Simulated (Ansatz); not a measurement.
Mulliken charges of `N[SiH2][AlH2]` from PBE/def2-TZVPP in Ansatz (PBE0-D4/def2-TZVP geometry).

| atom | x (Å) | y (Å) | z (Å) | charge (e) |
| --- | --- | --- | --- | --- |
| N1 | -1.169 | 0.834 | -0.846 | -0.384 |
| Si2 | 0.463 | 0.552 | -0.345 | 0.131 |
| Al3 | 0.510 | -1.297 | 1.273 | 0.348 |
| H4 | -1.780 | 0.048 | -0.997 | 0.150 |
| H5 | -1.379 | 1.576 | -1.496 | 0.143 |
| H6 | 0.974 | 1.818 | 0.260 | -0.067 |
| H7 | 1.424 | 0.262 | -1.464 | -0.093 |
| H8 | 1.780 | -1.556 | 2.194 | -0.112 |
| H9 | -0.734 | -2.284 | 1.405 | -0.116 |

By hand: the dipole of these point charges (1 e Å = 4.8032 D).

Σ q r = (-0.089, -0.174, 0.069) e Å, of length 0.207 e Å = 0.99 D.

How does the dipole of the full density compare? (An estimate is asked.)

Computed: (-0.189, 0.003, -0.196) e Å, 1.31 D; the point charges give 0.76 times that, at 87° from its direction.

Point charges leave out the atoms' own dipoles, such as those of lone pairs, and Mulliken's split depends on the basis, so the two needn't agree.
